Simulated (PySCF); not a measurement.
Stepwise substitution at one centre (Al Cl-CH3). All species are isolated molecules in the gas phase. Strings in code marks are SMILES.

The numbers are results of PBE-D3(BJ)/def2-TZVP // B3LYP-D3(BJ)/def2-TZVP (PySCF), not measurements. All candidates: neutral, multiplicity 1. Excitations are Tamm–Dancoff values on a coarser integration grid. The basis has no diffuse functions, so Rydberg states are missing or too high.

T1 excitation (TDA): 4.90 eV
HOMO: -6.25 eV
LUMO: -1.14 eV

Task: Which member has these values?
A) `[CH3][Al]([CH3])[CH3]`
B) `[CH3][Al]([Cl])[Cl]`
C) `[CH3][Al]([CH3])[Cl]`
D) `[Cl][Al]([Cl])[Cl]`

Result: A, `[CH3][Al]([CH3])[CH3]`. The others give `[Cl][Al]([Cl])[Cl]`: 5.66 eV, -7.96 eV, -2.17 eV; `[CH3][Al]([Cl])[Cl]`: 5.65 eV, -7.55 eV, -1.69 eV; `[CH3][Al]([CH3])[Cl]`: 5.02 eV, -6.62 eV, -1.43 eV
